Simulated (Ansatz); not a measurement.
# BH4+ (triplet): wave-function methods side by side at scale of all distances = 0.872, cc-pVDZ

Aim: climb from Hartree-Fock through coupled cluster and multireference methods for BH4+ (triplet) at one geometry and basis, and see what each rung misses.

Computed with Ansatz 0.2.0, Gaussian basis. Level: cc-pVDZ, core rule «outside noble gas», up to 1 orbitals frozen.

To be run: UHF; CCSD(T) on ROHF; CCSD(T) on UHF; BCCD(T) on ROHF; CISD; CCSDT(Q) on ROHF; CCSDT(Q) on UHF; CASSCF and MRCISD+Q, 4 electrons in 4 orbitals; CASSCF and NEVPT2, 4 electrons in 4 orbitals; Full CI.

20 further runs of the same task are left out: 2 for a known fault of the program, 1 for a mislabelled method, 13 that didn't finish, 4 set aside as unsound or not needed.

## 1. What is computed

The geometry derives from a PBE0/def2-TZVP stationary point (not a proven minimum). All distances are scaled together.

5 atoms, charge 1, spin multiplicity 3.

Atoms are counted from 1 here; the program's logs count them from 0.

Bond lengths: B1–H2 1.095 Å, B1–H3 1.095 Å, B1–H4 1.095 Å, B1–H5 1.095 Å. Angles: H2–B1–H3 65.3°, H2–B1–H4 135.2°, H2–B1–H5 135.2°, H3–B1–H4 135.2°, H3–B1–H5 135.2°, H4–B1–H5 65.3°.

## 2. UHF

The input, in.yaml:

```yaml
crystal:
  periodic: [false, false, false]
  atoms:
    - {symbol: B, position_ang: [0.000000, 0.000000, 0.000000]}
    - {symbol: H, position_ang: [0.411998, 0.424049, 0.921969]}
    - {symbol: H, position_ang: [-0.423609, -0.410611, 0.922790]}
    - {symbol: H, position_ang: [-0.411508, 0.411062, -0.928050]}
    - {symbol: H, position_ang: [0.423119, -0.424501, -0.916709]}
basis:
  gaussian: {orbitals: cc-pVDZ}
total_charge: 1
magnetization: {spin_polarized: true, initial_magnetization: 2}
hamiltonian: {xc: hf}
output: {orbitals: {seedname: orbitals}}
```

Started as:

```bash
$ ansatz run in.yaml --threads 1 --pin off --events-out ev --progress --plain --max-ram 2393MiB
```

After this run come: CCSD(T) on ROHF; CCSD(T) on UHF; BCCD(T) on ROHF; CISD; CCSDT(Q) on ROHF; CCSDT(Q) on UHF; CASSCF and MRCISD+Q, 4 electrons in 4 orbitals; CASSCF and NEVPT2, 4 electrons in 4 orbitals; Full CI.

Q: Predict the results of all the runs planned. Wanted: FCI below the RHF energy; RMP2 from FCI; UMP2 from FCI; RCCSD from FCI; RCCSD(T) from FCI; UCCSD(T) from FCI; RCCSDT(Q) from FCI; UCCSDT(Q) from FCI; T1 diagnostic.

As calculated:

| quantity | value |
| --- | --- |
| FCI below the RHF energy | -3.0887 eV |
| RMP2 from FCI | +638.9 meV |
| UMP2 from FCI | +657.3 meV |
| RCCSD from FCI | +60.3 meV |
| RCCSD(T) from FCI | +11.9 meV |
| UCCSD(T) from FCI | +11.0 meV |
| RCCSDT(Q) from FCI | -0.2 meV |
| UCCSDT(Q) from FCI | -0.9 meV |
| levels within 1 kcal/mol (43 meV) | RCCSD(T), UCCSD(T), BCCD(T), RCCSDT, UCCSDT, RCCSDT(Q), UCCSDT(Q) |
| T1 diagnostic | 0.017 |
| effectively unpaired electrons | 2.01 |

What this shows: RCCSD(T) misses by +11.9 meV, 0.4 % of the correlation energy. One determinant dominates. These misses are within one basis, not against nature; the frozen cores of restricted and unrestricted runs differ, which can shift their rows.
